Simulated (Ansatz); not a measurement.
**CCSD(T) against full CI for several species**

Each species is computed at the geometry given (Å), with frozen cores, in Ansatz 0.2.0: RHF-CCSD(T) for singlets, UHF-CCSD(T) otherwise, and full CI in the same basis. The program picks the determinant by a search with trial CCSD, so it needn't be the lowest Hartree–Fock solution. States: AlLi triplet Π, P2⁺ doublet Σg⁺ or Δg, HBe–BeH triplet Πu. Cases whose determinant has another symmetry than full CI's state, or lies over 0.5 eV above the lowest of its kind, whose (Q) step broke down or whose higher cluster runs on it stay over 0.1 eV above full CI weren't drawn.

**Question.** Judging by size, spin and bonding and the diagnostics given, rank them by the size of CCSD(T)'s error in total energy against full CI in the same basis, smallest first (an estimate).
A. HBe–BeH, triplet, cc-pVDZ: Be 0.000 0.000 1.053; Be 0.000 0.000 -1.053; H 0.000 0.000 2.400; H 0.000 0.000 -2.400. T1 0.026, (T) -36 meV in a correlation energy of -2.38 eV
B. P2⁺, doublet, 6-31G: P 0.000 0.000 0.000; P 0.000 0.000 1.798. T1 0.019, (T) -121 meV in a correlation energy of -3.98 eV
C. AlLi, triplet, aug-cc-pVTZ: Al 0.000 0.000 0.000; Li 0.000 0.000 5.754. T1 0.018, (T) -34 meV in a correlation energy of -1.44 eV

**Answer.** C (13.4 meV), A (18.9 meV), B (72.1 meV).

| species | basis | correlated electrons | CCSD(T) − full CI (meV) | CCSDT(Q) − full CI (meV) | unpaired electrons (full CI) | T1 | ⟨S²⟩ of the determinant |
| --- | --- | --- | --- | --- | --- | --- | --- |
| AlLi, triplet | aug-cc-pVTZ | 4 | 13.4 | -1.1 | 2.07 | 0.018 | 2.02 |
| HBe–BeH, triplet | cc-pVDZ | 6 | 18.9 | -0.2 | 2.03 | 0.026 | 2.00 |
| P2⁺, doublet | 6-31G | 9 | 72.1 | -0.5 | 1.21 | 0.019 | 0.77 |

Unpaired electrons are Σ n²(2−n)² over natural occupations; an open shell counts its own unpaired electrons too. Frozen cores follow each run's orbitals, which moves totals by a few meV.
